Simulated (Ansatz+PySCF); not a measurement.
Results of a calculation; reference values are marked as such.
Input for Ansatz (development build ahead of 0.2.0):

```yaml
crystal:
  periodic: [false, false, false]
  atoms:
    - { symbol: "N", position_ang: [0.0, 0.0, -1.3173] }
    - { symbol: "N", position_ang: [0.0, 0.0, 1.3173] }
basis:
  gaussian: { orbitals: STO-3G }
hamiltonian:
  xc: pbe0
scf:
  omitted_lower_state_checks: [starts, atomic_configurations, cluster_reference, orbital_swaps, given_window_search, neighbouring_geometries, increment]
output:
  forces: true
```

The input is written out in the form of the current development build from the run's settings.

The run gave:

```json
{
  "Converged": "yes",
  "Total energy": "-107.35549 hartree",
  "Spin squared of the determinant": "0.000",
  "Stability test": "minimum among restricted orbitals"
}
```

Forces (eV/Å):
```csv
atom,Fx,Fy,Fz
N1,0.000,0.000,3.762
N2,0.000,0.000,-3.762
```

Caution: an unrestricted determinant lies well below.
